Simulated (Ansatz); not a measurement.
## A relaxation, step by step

SiH$_{4}$F, doublet, PBE0-D4/def2-SVP (Ansatz 0.2.0). Settings:

```yaml
hamiltonian: {xc: pbe0, dispersion: d4}
relax: {f_tol: 0.03, max_steps: 60, escape_saddle: false}
```

Start, the saddle point found with PBE0-D4 in triple zeta (not stationary at another level):

```
atom    x (Å)    y (Å)    z (Å)
  F1  -1.0063  -0.1847  -0.8238
 Si2   0.4781   0.0903   0.3875
  H3  -1.8703  -0.3526  -1.5169
  H4   0.5448   1.5437   0.6514
  H5   1.6854  -0.4098  -0.3046
  H6   0.1683  -0.6871   1.6064
```

```json
{"step": "1", "energy less the last (meV)": "1116.6", "largest force component (eV/Å)": "0.148"}
{"step": "2", "energy less the last (meV)": "1110.3", "largest force component (eV/Å)": "0.248"}
{"step": "3", "energy less the last (meV)": "1087.7", "largest force component (eV/Å)": "1.115"}
{"step": "4", "energy less the last (meV)": "977.7", "largest force component (eV/Å)": "2.617"}
{"step": "5", "energy less the last (meV)": "563.8", "largest force component (eV/Å)": "3.612"}
{"step": "6", "energy less the last (meV)": "178.2", "largest force component (eV/Å)": "2.284"}
{"step": "7", "energy less the last (meV)": "114.1", "largest force component (eV/Å)": "2.801"}
{"step": "8", "energy less the last (meV)": "11.8", "largest force component (eV/Å)": "0.483"}
{"step": "9", "energy less the last (meV)": "1.1", "largest force component (eV/Å)": "0.052"}
{"step": "10", "energy less the last (meV)": "0.1", "largest force component (eV/Å)": "0.039"}
{"step": "11", "energy less the last (meV)": "0.0", "largest force component (eV/Å)": "0.010"}
```

Step 4, positions (Å) and forces (eV/Å):

```json
{"atom": "F1", "x": "-1.137", "y": "-0.210", "z": "-0.929", "Fx": "-2.617", "Fy": "-0.506", "Fz": "-2.103"}
{"atom": "Si2", "x": "0.509", "y": "0.097", "z": "0.411", "Fx": "0.553", "Fy": "0.105", "Fz": "0.447"}
{"atom": "H3", "x": "-1.985", "y": "-0.374", "z": "-1.610", "Fx": "2.078", "Fy": "0.404", "Fz": "1.667"}
{"atom": "H4", "x": "0.617", "y": "1.559", "z": "0.710", "Fx": "0.007", "Fy": "-0.060", "Fz": "-0.003"}
{"atom": "H5", "x": "1.759", "y": "-0.397", "z": "-0.247", "Fx": "-0.041", "Fy": "0.023", "Fz": "0.037"}
{"atom": "H6", "x": "0.238", "y": "-0.675", "z": "1.665", "Fx": "0.020", "Fy": "0.033", "Fz": "-0.044"}
```

Step 6, positions (Å) and forces (eV/Å):

```tsv
atom	x	y	z	Fx	Fy	Fz
F1	-1.439	-0.266	-1.175	-2.284	-0.446	-1.829
Si2	0.666	0.127	0.538	0.073	0.013	0.060
H3	-2.196	-0.415	-1.779	2.000	0.392	1.599
H4	0.734	1.597	0.808	0.087	-0.068	0.057
H5	1.888	-0.381	-0.161	0.020	0.047	0.113
H6	0.347	-0.662	1.769	0.105	0.062	0.000
```

Step 10, positions (Å) and forces (eV/Å):

| atom | x | y | z | Fx | Fy | Fz |
| --- | --- | --- | --- | --- | --- | --- |
| F1 | -1.785 | -0.338 | -1.447 | 0.034 | 0.006 | 0.028 |
| Si2 | 0.801 | 0.154 | 0.645 | 0.015 | 0.003 | 0.011 |
| H3 | -2.490 | -0.467 | -2.023 | -0.039 | -0.007 | -0.032 |
| H4 | 0.908 | 1.615 | 0.946 | -0.001 | -0.010 | -0.002 |
| H5 | 2.049 | -0.342 | -0.014 | -0.009 | 0.003 | 0.004 |
| H6 | 0.518 | -0.622 | 1.892 | 0.000 | 0.005 | -0.010 |

Last step (11):

F1  (-1.803, -0.349, -1.450)
Si2  (0.809, 0.156, 0.651)
H3  (-2.501, -0.463, -2.041)
H4  (0.915, 1.617, 0.951)
H5  (2.056, -0.341, -0.008)
H6  (0.524, -0.620, 1.897)
(Å)

The run took about 18 s on 2 CPU threads of an Intel Xeon Platinum 8259CL (shared host).
